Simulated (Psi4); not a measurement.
# UB3LYP/6-31G(d) (spherical functions) run of SiPH4 (SMILES [SiH2]P)

What is the vertical electron affinity of SiPH4 at UB3LYP/6-31G* (spherical functions)? 

The calculation is run with Psi4 1.11.

**1. The system as given**

The species is SiPH4 (6 atoms), meant as a doublet with charge 0. As SMILES, `[SiH2]P`. The shape is that of a GFN2-xTB optimisation. This is one conformer, not always the lowest.

Bond lengths: Si1–P2 2.220 Å, Si1–H3 1.467 Å, Si1–H4 1.466 Å, P2–H5 1.384 Å, P2–H6 1.384 Å. Angles: Si1–P2–H5 96.4°, Si1–P2–H6 96.4°, P2–Si1–H3 109.7°, P2–Si1–H4 109.7°, H5–P2–H6 92.6°, H3–Si1–H4 109.1°.

**2. A single-point energy at UB3LYP/6-31G(d) (spherical functions)**

run.py

```python
import psi4

psi4.set_memory('1600 MB')
psi4.set_num_threads(1)
psi4.core.set_output_file('run.log', False)

molecule = psi4.geometry("""
0 2
Si     0.127020    -0.986120    -0.104660
P     -0.338670     1.170000     0.142220
H     -0.300620    -1.724700     1.087920
H     -0.579260    -1.514310    -1.276300
H      0.434680     1.617150    -0.915300
H      0.656850     1.437980     1.066130
symmetry c1
no_reorient
no_com
""")

psi4.set_options({
    'reference': 'uks',
    'puream': True,
    'e_convergence': 1e-09,
    'd_convergence': 1e-08,
    'scf_type': 'pk',
    'dft_radial_points': 99,
    'dft_spherical_points': 590,
    'maxiter': 200,
})

e, wfn = psi4.energy('b3lyp/6-31G*', return_wfn=True)
print('E =', round(e, 9))
for k, v in sorted(psi4.core.scalar_variables().items()):
    print(f'{k:45s} {v:18.10f}')
```

Command:

```
$ python run.py
```

run.log:

```text
[...]
  Running in c1 symmetry.
[...]
  Nuclear repulsion =   83.322954502856035
[...]
  Multiplicity = 2
[...]
  Nalpha       = 17
  Nbeta        = 16
[...]
    Number of basis functions: 44
[...]
   @UKS iter   1:  -633.13696854916464   -2.66112e-01   5.77520e-03 DIIS/ADIIS
[...]
   @UKS iter  12:  -633.19251480371349   -5.68434e-13   1.90115e-09 DIIS
[...]
   @S^2 Observed:                7.522596939E-01
[...]
    Orbital Energies [Eh]
    ---------------------
    Alpha Occupied:
       1A    -77.059300     2A    -66.117812     3A     -6.551378
       4A     -5.283717     5A     -4.712318     6A     -4.711298
       7A     -4.709265     8A     -3.644689     9A     -3.640033
      10A     -3.639577    11A     -0.664606    12A     -0.521750
      13A     -0.410752    14A     -0.356207    15A     -0.345192
      16A     -0.297188    17A     -0.203296
    Alpha Virtual:
      18A      0.013643    19A      0.021172    20A      0.061085
      21A      0.061493    22A      0.092415    23A      0.184696
      24A      0.225635    25A      0.228731    26A      0.260261
[...]
  @UKS Final Energy:  -633.19251480371349
   => Energetics <=
    Nuclear Repulsion Energy =             83.3229545028560352
    One-Electron Energy =               -1041.3521140844402453
    Two-Electron Energy =                 361.6523834527263261
    DFT Exchange-Correlation Energy =     -36.8157386748556021
    Empirical Dispersion Energy =           0.0000000000000000
    VV10 Nonlocal Energy =                  0.0000000000000000
    Total Energy =                       -633.1925148037134932
[...]
 Multipole Moments:
 ------------------------------------------------------------------------------------
     Multipole            Electronic (a.u.)      Nuclear  (a.u.)        Total (a.u.)
 ------------------------------------------------------------------------------------
 L = 1.  Multiply by 2.5417464519 to convert [e a0] to [Debye]
 Dipole X            :          6.1320551           -5.8394805            0.2925746
 Dipole Y            :         -6.6604211            6.7282565            0.0678354
 Dipole Z            :         -1.2181998            1.1914912           -0.0267085
 Magnitude           :                                                    0.3015209
[...]
```

The script printed:

```text
E = -633.192514804
CURRENT ENERGY                                   -633.1925148037
CURRENT REFERENCE ENERGY                         -633.1925148037
DD SOLVATION ENERGY                                 0.0000000000
DFT FUNCTIONAL TOTAL ENERGY                      -633.1925148037
DFT TOTAL ENERGY                                 -633.1925148037
DFT VV10 ENERGY                                     0.0000000000
DFT XC ENERGY                                     -36.8157386749
GRID ELECTRONS ALPHA                               17.0000000660
GRID ELECTRONS BETA                                16.0000000764
GRID ELECTRONS TOTAL                               33.0000001424
NUCLEAR REPULSION ENERGY                           83.3229545029
ONE-ELECTRON ENERGY                             -1041.3521140844
PCM POLARIZATION ENERGY                             0.0000000000
PE ENERGY                                           0.0000000000
SCF ITERATION ENERGY                             -633.1925148037
SCF ITERATIONS                                     12.0000000000
SCF TOTAL ENERGY                                 -633.1925148037
TWO-ELECTRON ENERGY                               361.6523834527
XC GRID RADIAL POINTS                              99.0000000000
XC GRID SPHERICAL POINTS                          590.0000000000
XC GRID TOTAL POINTS                           334111.0000000000
```

Wall time 8.4 s (1 thread of Intel Xeon 6975P-C (Granite Rapids), shared host); peak memory 0.61 GiB.

**3. The singlet anion at the same level**

h4psi.inp

```
memory 1.6 GB

molecule molecule1 {
  -1 1
  Si
  P 1 r2
  H 1 r3 2 a3
  H 1 r4 3 a4 2 d4
  H 2 r5 1 a5 4 d5
  H 2 r6 5 a6 1 d6

  r2 = 2.21961
  r3 = 1.4665
  a3 = 109.73048
  r4 = 1.466478
  a4 = 109.14001
  d4 = -120.27962
  r5 = 1.384327
  a5 = 96.40713
  d5 = -73.69386
  r6 = 1.384371
  a6 = 92.61215
  d6 = 96.73827
  symmetry c1
}

set {
  basis                6-31G*
  reference            rks
  puream               true
  e_convergence        1e-09
  d_convergence        1e-08
  scf_type             pk
  dft_radial_points    99
  dft_spherical_points 590
}

E, wfn = energy('b3lyp', return_wfn=True)
print_variables()
```

Command:

```
$ psi4 -i h4psi.inp -o h4psi.out -n 1
```

h4psi.out:

```text
[...]
  Running in c1 symmetry.
[...]
  Nuclear repulsion =   83.322966104473281
[...]
  Multiplicity = 1
[...]
  Nalpha       = 17
  Nbeta        = 17
[...]
    Number of basis functions: 44
[...]
   @RKS iter   1:  -633.06325191058920   -1.92395e-01   8.92227e-03 ADIIS/DIIS
[...]
   @RKS iter  10:  -633.21427219015789   -1.13687e-12   5.33669e-09 DIIS
[...]
    Orbital Energies [Eh]
    ---------------------
    Doubly Occupied:
       1A    -76.851678     2A    -65.854283     3A     -6.342652
       4A     -5.019540     5A     -4.504839     6A     -4.502768
       7A     -4.499052     8A     -3.378581     9A     -3.377580
      10A     -3.373888    11A     -0.454650    12A     -0.283498
      13A     -0.211131    14A     -0.132285    15A     -0.129847
      16A     -0.076290    17A      0.061473
[...]
  @RKS Final Energy:  -633.21427219015789
   => Energetics <=
    Nuclear Repulsion Energy =             83.3229661044732808
    One-Electron Energy =               -1048.8516130337366121
    Two-Electron Energy =                 369.3247500252629720
    DFT Exchange-Correlation Energy =     -37.0103752861575259
    Empirical Dispersion Energy =           0.0000000000000000
    VV10 Nonlocal Energy =                  0.0000000000000000
    Total Energy =                       -633.2142721901579989
[...]
 Multipole Moments:
 ------------------------------------------------------------------------------------
     Multipole            Electronic (a.u.)      Nuclear  (a.u.)        Total (a.u.)
 ------------------------------------------------------------------------------------
 L = 1.  Multiply by 2.5417464519 to convert [e a0] to [Debye]
 Dipole X            :          0.5158706           -0.3951874            0.1206832
 Dipole Y            :          0.2893370           -0.2170299            0.0723072
 Dipole Z            :          3.0658611           -1.8037667            1.2620944
 Magnitude           :                                                    1.2699114
[...]
```

Run time: 5.4 s. Hardware: 1 thread of Intel Xeon 6975P-C (Granite Rapids), shared host; peak memory 0.61 GiB.

**4. Summary of results**

At UB3LYP/6-31G* (spherical functions):

| quantity | value |
| --- | --- |
| doublet SiPH4: total energy | -633.19251 Eh |
| doublet SiPH4: dipole moment | 0.77 D |
| doublet SiPH4: HOMO energy (highest over α and β) | -5.53 eV |
| doublet SiPH4: LUMO energy (lowest over α and β) | -2.79 eV |
| doublet SiPH4: ⟨S²⟩ | 0.752 |
| singlet anion: total energy | -633.21427 Eh |
| singlet anion: HOMO energy | 1.67 eV |
| singlet anion: LUMO energy | 5.78 eV |
| singlet anion: HOMO–LUMO gap (to an unbound level, set by the basis) | 4.11 eV |
| vertical electron affinity (to the singlet anion) | 0.592 eV |

What this shows: At fixed nuclei the extra electron is bound by 0.59 eV (57.1 kJ/mol). The basis has no diffuse functions, so the error can be as large as this value. The HOMO (singlet anion) lies at positive energy, 1.67 eV; only total energies tell whether the electron is bound.
